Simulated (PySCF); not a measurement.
Can point charges reproduce the dipole moment of 2-penten-1-ol, `CC/C=C/CO`?

Coordinates (GFN2-xTB, Å) and charges (e) from the PBE0/pcSseg-1 density (PySCF):

```json
{"atom": "C1", "x": "-2.314", "y": "0.774", "z": "0.025", "Mulliken": "-0.2836", "IAO": "-0.4146", "Hirshfeld": "-0.1163", "ESP-fitted": "-0.2367"}
{"atom": "C2", "x": "-1.533", "y": "-0.534", "z": "0.150", "Mulliken": "-0.2039", "IAO": "-0.2537", "Hirshfeld": "-0.0656", "ESP-fitted": "+0.2254"}
{"atom": "C3", "x": "-0.110", "y": "-0.276", "z": "0.529", "Mulliken": "-0.1734", "IAO": "-0.1390", "Hirshfeld": "-0.0397", "ESP-fitted": "-0.2849"}
{"atom": "C4", "x": "0.939", "y": "-0.587", "z": "-0.212", "Mulliken": "-0.2303", "IAO": "-0.1824", "Hirshfeld": "-0.0611", "ESP-fitted": "-0.3971"}
{"atom": "C5", "x": "2.361", "y": "-0.300", "z": "0.171", "Mulliken": "+0.1323", "IAO": "-0.0499", "Hirshfeld": "-0.0017", "ESP-fitted": "+0.3132"}
{"atom": "O6", "x": "3.038", "y": "0.467", "z": "-0.805", "Mulliken": "-0.4610", "IAO": "-0.5504", "Hirshfeld": "-0.2385", "ESP-fitted": "-0.6624"}
{"atom": "H7", "x": "-1.895", "y": "1.389", "z": "-0.768", "Mulliken": "+0.1135", "IAO": "+0.1405", "Hirshfeld": "+0.0368", "ESP-fitted": "+0.0732"}
{"atom": "H8", "x": "-3.357", "y": "0.574", "z": "-0.209", "Mulliken": "+0.1165", "IAO": "+0.1421", "Hirshfeld": "+0.0420", "ESP-fitted": "+0.0471"}
{"atom": "H9", "x": "-2.271", "y": "1.336", "z": "0.955", "Mulliken": "+0.1092", "IAO": "+0.1369", "Hirshfeld": "+0.0391", "ESP-fitted": "+0.0596"}
{"atom": "H10", "x": "-2.001", "y": "-1.156", "z": "0.919", "Mulliken": "+0.1307", "IAO": "+0.1424", "Hirshfeld": "+0.0422", "ESP-fitted": "-0.0052"}
{"atom": "H11", "x": "-1.573", "y": "-1.078", "z": "-0.796", "Mulliken": "+0.1154", "IAO": "+0.1367", "Hirshfeld": "+0.0421", "ESP-fitted": "-0.0050"}
{"atom": "H12", "x": "0.033", "y": "0.207", "z": "1.489", "Mulliken": "+0.0957", "IAO": "+0.1328", "Hirshfeld": "+0.0405", "ESP-fitted": "+0.1750"}
{"atom": "H13", "x": "0.815", "y": "-1.059", "z": "-1.178", "Mulliken": "+0.0971", "IAO": "+0.1410", "Hirshfeld": "+0.0413", "ESP-fitted": "+0.2093"}
{"atom": "H14", "x": "2.394", "y": "0.205", "z": "1.148", "Mulliken": "+0.0944", "IAO": "+0.1175", "Hirshfeld": "+0.0340", "ESP-fitted": "-0.0068"}
{"atom": "H15", "x": "2.928", "y": "-1.233", "z": "0.242", "Mulliken": "+0.1246", "IAO": "+0.1544", "Hirshfeld": "+0.0470", "ESP-fitted": "+0.0711"}
{"atom": "H16", "x": "2.540", "y": "1.278", "z": "-0.954", "Mulliken": "+0.2227", "IAO": "+0.3457", "Hirshfeld": "+0.1580", "ESP-fitted": "+0.4243"}
```

Form Σ q r in debye for every column and set it beside the full dipole.

The full density gives (-1.83, 0.44, 0.74) D, 2.02 D in size; dipole vectors point from the negative to the positive end.

```json
{"scheme": "Mulliken", "μx": "-1.80", "μy": "-0.10", "μz": "1.39", "size (D)": "2.27", "share of the full size (%)": "112", "angle to the full dipole (°)": "22"}
{"scheme": "IAO", "μx": "-2.02", "μy": "0.09", "μz": "1.16", "size (D)": "2.33", "share of the full size (%)": "115", "angle to the full dipole (°)": "13"}
{"scheme": "Hirshfeld", "μx": "-0.99", "μy": "0.14", "μz": "0.42", "size (D)": "1.09", "share of the full size (%)": "54", "angle to the full dipole (°)": "5"}
{"scheme": "ESP-fitted", "μx": "-1.83", "μy": "0.45", "μz": "0.75", "size (D)": "2.03", "share of the full size (%)": "100", "angle to the full dipole (°)": "1"}
```

Which set comes closest?

Length of the difference vector: ESP-fitted 0.02 D, IAO 0.57 D, Mulliken 0.84 D, Hirshfeld 0.95 D. Closest: ESP-fitted. ESP charges are fitted to the potential around the molecule, whose slowest-falling term is the dipole's. 

What is left for the Hirshfeld atoms' own dipoles?

The Hirshfeld atoms' densities add up to the full density, so μ = Σ q r + Σ (atomic dipoles). The atomic dipoles sum to (-1.83, 0.44, 0.74) − (-0.99, 0.14, 0.42) = (-0.84, 0.30, 0.32) D, 0.95 D in size.

With the origin at the mean of the coordinates, (0.000, 0.001, 0.044) Å, which are the largest single terms, by size, of the IAO dipole along the direction of the full one?

O6 +7.83, C1 -4.49, H16 -3.97, H15 -2.11, H8 +2.10 D; all 16 atoms together +2.27 D. The single terms depend on the origin, their sum doesn't.

Give the size of the full dipole in other units.

2.02 D = 0.797 au = 0.422 e·Å = 6.75 × 10⁻³⁰ C·m.

The structure is a single GFN2-xTB conformer in the gas phase; no vibrational or solvent corrections.

These values come from a run that also computed NMR shieldings. Hardware: an Intel Xeon Platinum 8488C with one thread, no GPU, shared host with 192 logical CPUs at a one-minute load of 17. Cost: 21 s of wall time (with the writing of density and orbital grids), 0.71 GiB resident at most.

Conformer computed: `[CH3:1][CH2:2]/[CH:3]=[CH:4]/[CH2:5][OH:6]`: C1–C2–C3–C4 -118°, C3–C4–C5–O6 -124°, H–O6–C5–C4 56°.
